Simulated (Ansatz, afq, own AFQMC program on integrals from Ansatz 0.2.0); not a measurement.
# Si, triplet → Si⁺, doublet

A free Si atom.

E(doublet, charge +1) − E(triplet, charge +0) at this geometry, on UHF and UHF determinants.

Basis aug-cc-pVTZ. Noble-gas cores (and the filled d shells of Ga–Kr and In–Xe) are frozen. AFQMC by an in-house program on the Cholesky factors that Ansatz 0.2.0 writes for its CCSD(T) run. The CISD trial takes its coefficients from CCSD amplitudes. Released means that phaseless walkers are propagated on without the constraint, phases kept. Error bars are statistical, one sigma. The errors of all members are added in quadrature.

Full CI on the same integrals is exact in this basis and with this determinant's frozen core.

Errors are counted within aug-cc-pVTZ, not against nature.

```json
{"level": "CCSD", "vertical ionization energy (kJ/mol)": "779.3"}
{"level": "HF", "vertical ionization energy (kJ/mol)": "737.1"}
```

(1) From these cheaper values, estimate the vertical ionization energy at the reference level in aug-cc-pVTZ.

(1) 784.3 kJ/mol (full CI in aug-cc-pVTZ).

```csv
level,vertical ionization energy (kJ/mol),error against FCI (kJ/mol)
MP2,776.8,-7.5
CCSD(T),783.2,-1.1
ph-AFQMC/CISD,783.5 ± 0.2,-0.8 ± 0.2
released AFQMC,784.2 ± 0.1,-0.1 ± 0.1
```

Correlation beyond CCSD(T) adds 1.1 kJ/mol. The perturbative (T) step is worth +3.8 kJ/mol.

A walk keeps the symmetry of its determinant, which the program's search chose and which needn't be the lowest solution, so a lower state of the same spin and another symmetry isn't excluded. Released energies are given only where the last usable release times agree within the noise; a slower fall can still hide under it.
